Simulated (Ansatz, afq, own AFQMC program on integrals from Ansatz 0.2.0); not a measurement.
**N$_{2}$, triplet: AFQMC among the cluster methods**

```yaml
atoms:
  - { symbol: N, position_ang: [0.0000, 0.0000, 0.0000] }
  - { symbol: N, position_ang: [0.0000, 0.0000, 1.0895] }
```

Basis 6-31G. Only valence electrons are correlated. Ansatz 0.2.0 and our own AFQMC program on the same integrals; the CISD trial comes from CCSD amplitudes, and released means the phaseless constraint is let go. ± is one standard error of the sampling.

Determinant: ROHF, the one that the program's search chose, which needn't be the lowest solution. The geometry is a PBE0/def2-TZVP stationary point of this or a neighbouring charge and spin state.

Full CI is exact in this basis; its frozen core comes from its own orbitals, which moves totals by up to a few meV.

Cautions: another spin lies lower (by 8.01 eV); the search met a lower determinant of the same kind, perhaps of another symmetry (1.04 eV lower), and this one is a saddle point; the CCSD(T) amplitudes may be one of several solutions (largest double 0.12); the CCSDT(Q) amplitudes may be one of several solutions (largest double 0.13); the CCSDTQ amplitudes may be one of several solutions (largest double 0.13); a state of other symmetry lies lower (by 30 meV); full CI with its own frozen core.

```
T1 diagnostic                               : 0.0157
weight of the determinant in the CISD state : 0.905
size of the correlated space                : 10 electrons in 16 orbitals
```

| level | correlation energy (eV) |
| --- | --- |
| MP2 | -6.0463 |
| CCSD | -5.8514 |
| CCSD(T) | -6.0637 |

Problem. Estimate where AFQMC with the constraint released lies against CCSD(T) on the same integrals.

Solution. 0.70 ± 0.61 mEh below CCSD(T). The gap is under twice the noise, so this walk alone can't tell the two apart.

Reference: full CI, correlation energy -6.123 eV. The released energy is read at 2.40 1/Eh (meV from the phaseless value at times in 1/Eh: -25 ± 16 at 0.24, -37 ± 14 at 0.51, -73 ± 13 at 0.99, -61 ± 15 at 1.62, -46 ± 16 at 2.40). CCSDTQ lies 6.2 meV above full CI, in part by the other frozen core, which shifts every row alike, so rows that close can't be ranked against it.

```tsv
level	E − E(reference) (mEh)	share of correlation (%)
CCSD(T)	2.18	99.03
CCSDT	2.02	99.10
CCSDT(Q)	0.05	99.98
CCSDTQ	0.23	99.90
ph-AFQMC/CISD	3.15 ± 0.35	98.60
released AFQMC	1.48 ± 0.61	99.34
```

CCSDT and higher add their correlation energy to the determinant of the CCSD(T) run, since their own runs factorise the integrals more tightly (a shift of under 2 meV). A walk keeps the symmetry of its determinant, which the program's search chose and which needn't be the lowest solution, so a lower state of the same spin and another symmetry isn't excluded. Released energies are given only where the last usable release times agree within the noise; a slower fall can still hide under it.
